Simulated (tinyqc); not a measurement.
Extended Hueckel theory, for BH, step by step. One step of it, computed by the program tinyqc.

Problem. Mulliken analysis. P = C n C^T; charge = valence electrons (H 1, B 3) minus the sum of (P S)_ii on the atom; overlap population = 2 sum P_ij S_ij between two atoms.

coefficients:
```
             MO1        MO2       MO3        MO4        MO5
1B 2s   0.643955  -0.614125  0.000000   0.000000  -0.738854
1B 2px  0.000000   0.000000  0.435158   0.900354   0.000000
1B 2py  0.000000   0.000000  0.900354  -0.435158   0.000000
1B 2pz  0.057784   0.647161  0.000000   0.000000  -1.006830
2H 1s   0.513675   0.401950  0.000000   0.000000   1.161107
```

occupations: 2.000000  2.000000  0.000000  0.000000  0.000000

overlap S, lower triangle:
```
           1B 2s    1B 2px    1B 2py    1B 2pz     2H 1s
1B 2s   1.000000
1B 2px  0.000000  1.000000
1B 2py  0.000000  0.000000  1.000000
1B 2pz  0.000000  0.000000  0.000000  1.000000
2H 1s   0.436375  0.000000  0.000000  0.495732  1.000000
```

Give: charges; Overlap populations.

Solution.

charges: 1B 0.2114, 2H -0.2114

Overlap populations:
```
pair     value
2-1   0.721181
```
